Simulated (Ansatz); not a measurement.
CN (charge -1), an active-space calculation

Program: Ansatz's Python interface.

At the Python prompt:
```pycon
>>> import ansatz as az
>>> system = (
...     az.Crystal.molecule()
...     .atom("C", (0.51262, -0.16591, 0.26402))
...     .atom("N", (-0.51262, 0.16591, -0.26402))
... )
>>> base = (
...     system.calculation()
...     .basis(gaussian="def2-SVP")
...     .charge(-1)
...     .correlation(active_electrons=4, active_orbitals=4)
... )
>>> for method in [None, "sc_nevpt2", "fic_mrcisd_q"]:
...     rep = (base if method is None else base.correlation(method)).run().report
...     space = rep["configurations"]
...     state = space["states"][0]
...     print(method or "casscf", f"total {rep['free_energy_ev'] / 27.211386246:.6f} Ha, active-space state {state['energy']['hartree']:.6f} Ha, mean field {rep['reference_energy_ev'] / 27.211386246:.6f} Ha")
...     print("  determinants", state["n_determinants"], " natural occupations", [round(n, 3) for n in space["natural_occupations"]])
...
casscf total -92.291584 Ha, active-space state -92.291584 Ha, mean field -92.215820 Ha
  determinants 36  natural occupations [1.938, 1.938, 0.062, 0.062]
sc_nevpt2 total -92.486844 Ha, active-space state -92.291584 Ha, mean field -92.215820 Ha
  determinants 20  natural occupations [1.938, 1.938, 0.062, 0.062]
fic_mrcisd_q total -92.512785 Ha, active-space state -92.291584 Ha, mean field -92.215820 Ha
  determinants 20  natural occupations [1.938, 1.938, 0.062, 0.062]
```

What to keep in mind:
- Total energies depend on the basis set; only differences at equal settings carry meaning.
- The geometry is a force-field or estimated start, not a minimum of this method, and the basis set is short of its limit. The active space starts as a window about the frontier orbitals and is then optimised, not chosen by chemistry.
- Anions want diffuse functions, which this basis lacks.
- It ran for 1 s on 1 thread of Arm Neoverse V1, with other jobs on the host, peak memory 0.14 GiB.
